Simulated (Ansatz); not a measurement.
Basis-set extrapolation for `CN(C)CO` (PBE0-D4/def2-TZVP geometry, frozen core, Ansatz). Multiplicity 1, RHF reference.

|  | def2-TZVPP | def2-QZVPP |
| --- | --- | --- |
| HF | -248.233639 | -248.245679 |
| MP2 correlation | -0.983513 | -1.051043 |
| CCSD(T) correlation | -1.064752 | not run |

Energies in hartree. Use E(X) = E(∞) + A·exp(−7.88·√X) for Hartree–Fock and E(X) = E(∞) + B·X^(−2.97) for correlation, with X = 3 and 4, and add CCSD(T) minus MP2 of the smaller set to the MP2 limit.

**Question.** What is the CCSD(T) energy at the basis-set limit?

**Answer.** HF limit: -248.245679 + (-0.012040) × 0.13774 = -248.24734. MP2 limit: -1.051043 + (-0.067530) × 0.74074 = -1.10107. Higher-order term: -1.064752 − (-0.983513) = -0.08124. Total: -249.42965 hartree, 344.6 kJ/mol below CCSD(T)/def2-TZVPP.
